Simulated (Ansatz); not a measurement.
**[SiH₃···H···Cl], doublet: the ladder up to UCCSDT(Q)**

Geometry: a point of a hydrogen-transfer path between rigid fragments, not a stationary point.

```xyz
6

Si   -1.9316    0.0000    0.0000
H    -2.4264    1.3997    0.0000
H    -2.4264   -0.6999    1.2122
H    -2.4264   -0.6999   -1.2122
H     0.3764    0.0000    0.0000
Cl    1.7264    0.0000    0.0000
```

Basis cc-pVDZ; Ansatz 0.2.0. Correlated methods freeze the noble-gas cores, which leaves 15 electrons in 46 orbitals. R marks a restricted (for open shells ROHF) determinant, U an unrestricted one. Active spaces: pair = (3e, 3o) about the gap; valence = (15e, 12o) chosen from the atoms' valence shells.

Full CI isn't at hand for all of this; UCCSDT(Q) serves as the reference, and is uncertain by about the last step of the cluster series. The frozen core follows each run's orbitals, which can shift R against U totals by a few meV.

For open shells CISD is restricted-active-space CI with the open shells as a complete middle space.

* UHF ⟨S²⟩: 0.757
* T1 diagnostic (RCCSD): 0.0132
* largest doubles amplitude (RCCSD): 0.035
* T1 diagnostic (UCCSD): 0.0101

```
                   level  E − E(UCCSDT(Q)) (kcal/mol)  share of correlation (%)     wall time
                     RHF                       185.97                      0.00             –
                     UHF                       184.82                      0.61             –
                    RMP2                        30.70                     83.49             –
                    UMP2                        30.67                     83.51             –
                    CISD                        20.83                     88.80         4.8 s
                   RCCSD                         4.03                     97.84             –
                   UCCSD                         4.00                     97.85             –
                RCCSD(T)                         0.79                     99.58           6 s
                UCCSD(T)                         0.78                     99.58           6 s
                 BCCD(T)                         0.78                     99.58           2 s
                  RCCSDT                         0.22                     99.88             –
                  UCCSDT                         0.22                     99.88             –
               RCCSDT(Q)                         0.01                    100.00   12 s (H100)
     CASSCF (pair space)                       175.16                      5.81             –
     NEVPT2 (pair space)                        30.36                     83.67         1.3 s
     MRCISD (pair space)                        18.67                     89.96             –
   MRCISD+Q (pair space)                         1.52                     99.18  3.6 s (H100)
  CASSCF (valence space)                       146.83                     21.04             –
  NEVPT2 (valence space)                        36.58                     80.33   29 s (H100)
  MRCISD (valence space)                        13.01                     93.01             –
MRCISD+Q (valence space)                         1.06                     99.43   32 s (H100)
```

The correlation energy at UCCSDT(Q), counted from RHF, is -8.064 eV. That run took 10 s on 2 threads of AMD EPYC 7R13 with a shared H100 80 GB, shared host.

Times hold each run's SCF and search for its determinant on a shared host, so for small cases they say little of a method's own cost; rows without a card ran on 1 thread of AMD EPYC 7R13.

Natural occupations of CASSCF (valence space) about the gap: 1.986 1.975 1.975 1.974 1.003 0.029 0.023 0.019 0.019; effectively unpaired electrons, Σ n²(2−n)², 1.02.
